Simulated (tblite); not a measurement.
C4H7O (doublet state).
Atom-mapped SMILES: `[CH2:1]=[C:2]([CH3:3])[CH2:4][O:5]` (hydrogens: H6, H7 on C1; H8, H9, H10 on C3; H11, H12 on C4)

Cartesian coordinates in Å at the GFN2-xTB level; atoms count from 1:
```
atom  x, y, z in Å
C1    -0.070    1.544   -0.002
C2    -0.051    0.210   -0.013
C3    -1.242   -0.638   -0.285
C4     1.229   -0.541    0.263
O5     1.204   -1.848    0.236
H6    -0.971    2.099   -0.200
H7     0.815    2.123    0.204
H8    -1.023   -1.305   -1.119
H9    -2.124   -0.043   -0.505
H10   -1.431   -1.276    0.578
H11    2.023   -0.147   -0.424
H12    1.643   -0.178    1.241
```

Calculated harmonic vibrations of the isolated species, GFN2-xTB (tblite), most abundant isotopes, no scaling. The method is semi-empirical: single wavenumbers can be off by several per cent or more. One conformer, not necessarily the lowest. Open shells enter through the occupations alone, without spin polarisation, and single modes of such species can be off by tens of per cent.

Harmonic wavenumbers (cm⁻¹): 74.6, 113.6, 237.2, 378.8, 385.9, 555.5, 587.6, 627.9, 829.8, 884.4, 953.3, 1013.4, 1017.3, 1074.7, 1186.2, 1224.7, 1278.7, 1331.3, 1387.5, 1410.0, 1443.1, 1460.3, 1666.5, 2523.6, 2624.8, 3003.0, 3023.8, 3052.7, 3099.1, 3127.8.

A = 8561, B = 4193, C = 2912 MHz; mass 71.050 u (most abundant isotopes); point group Cs, symmetry number 1; spin multiplicity 2.

Zero-point energy?

Half the sum of the wavenumbers: 20789 cm⁻¹ = 59.44 kcal/mol.

What is S at 298.15 K and 1 bar for an ideal gas of classical rigid rotors and harmonic oscillators?

Translation 38.73, rotation 25.53, vibration 13.42, spin (R ln 2) 1.38: S = 79.1 cal/(mol K).

And Cp and H(298.15 K) − H(0)?

Cp = 23.52 cal/(mol K), of which vibrations give 15.57 (their classical limit is 30 R = 59.6); H(298.15 K) − H(0) = 4.57 kcal/mol without the zero-point energy, 2.20 from vibrations.

Blend soft modes into free rotors: weight 1/[1 + (100 cm⁻¹/ν̃)⁴] for the oscillator and the rest for a rotor with moment μB/(μ + B), μ = h/(8π²ν), B = 10⁻⁴⁴ kg m². What vibrational entropy results?

12.58 cal/(mol K) in place of 13.42, which changes −T·S at 298.15 K by +0.25 kcal/mol.

Which modes carry the vibrational entropy at 298.15 K?

74.6 cm⁻¹: 4.03; 113.6 cm⁻¹: 3.21; 237.2 cm⁻¹: 1.82; 378.8 cm⁻¹: 1.04; 385.9 cm⁻¹: 1.02; 555.5 cm⁻¹: 0.53 cal/(mol K); the other 24 give 1.77 together.

What must be added to the electronic energy to get the Gibbs energy at 298.15 K and 1 bar?

ZPE + [H(298.15 K) − H(0)] − T·S = 59.44 + 4.57 − 23.57 = 40.44 kcal/mol.

How do the functions run with temperature in this model?

| T (K) | S (cal/(mol K)) | Cp (cal/(mol K)) | H − H(0) (kcal/mol) | G − H(0) (kcal/mol) | ln q(vib) |
| --- | --- | --- | --- | --- | --- |
| 50 | 52.6 | 10.3 | 0.44 | -2.19 | 0.16 |
| 100 | 60.5 | 12.8 | 1.02 | -5.04 | 0.68 |
| 373.15 | 84.8 | 27.9 | 6.50 | -25.15 | 3.99 |
| 500 | 93.9 | 34.5 | 10.47 | -36.50 | 5.63 |
| 750 | 109.9 | 44.1 | 20.39 | -62.03 | 8.90 |
| 1000 | 123.5 | 50.4 | 32.25 | -91.24 | 12.05 |

q(vib) and H(0) count from the zero-point level.

Hindered rotation and anharmonicity are outside this model. Other conformers, if any are populated, would add a mixing term that is left out.
